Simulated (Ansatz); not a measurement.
Predict the output of the script below (the Python package of Ansatz (0.2.0)).

The script, `conformers.py`:
```python
'''Rank force-field conformers of C3H4OS by single points.'''

import logging
import sys

import ansatz as az
from rdkit import Chem
from rdkit.Chem import AllChem

logging.basicConfig(stream=sys.stdout, format='%(levelname)s %(message)s')
log = logging.getLogger('ansatz_job')
log.setLevel(logging.INFO)

rd = Chem.AddHs(Chem.MolFromSmiles('C#COCS'))
ids = list(AllChem.EmbedMultipleConfs(rd, numConfs=20, randomSeed=392, pruneRmsThresh=0.4))
field = [energy for _, energy in AllChem.MMFFOptimizeMoleculeConfs(rd)]
distinct = {round(e, 2): i for i, e in zip(ids, field)}
chosen = sorted(distinct.items())[:5]
found = []
for force_field, index in chosen:
    mol = az.Crystal.molecule()
    for atom, xyz in zip(rd.GetAtoms(), rd.GetConformer(index).GetPositions()):
        mol = mol.atom(atom.GetSymbol(), xyz.round(5).tolist())
    model = (
        mol.calculation()
        .basis(gaussian='def2-SVP')
        .functional('r2SCAN', dispersion='d3bj')
        .accuracy('high')  # preset for grids and thresholds
    )
    found.append(model.run(threads=1).report['free_energy_ev'])
log.info('conformer   MMFF (kcal/mol)   this level (eV)')
for (force_field, index), e in zip(chosen, found):
    log.info(f'{index:9d} {force_field - chosen[0][0]:17.2f} {(e - min(found)):17.3f}')
```

Output of `python conformers.py`:
```text
DeckWarning: the engine holds no damping parameters fitted to this dispersion correction and functional, so the run takes those fitted to r2scan beside the three-body term, which d3bj leaves out (hamiltonian.dispersion, under Limitations)
INFO conformer   MMFF (kcal/mol)   this level (eV)
INFO         0              0.00             0.048
INFO         2              1.36             0.000
```
(Warnings from the package without file and line.)

These settings explore the input space; basis and method may be short of convergence. The conformers keep their force-field geometries. A dispersion term here runs with damping parameters fitted for another variant or functional. Finished in 21 s on 1 thread of AMD EPYC 7B13 (Zen 3), on a shared host, peak memory 0.43 GiB.
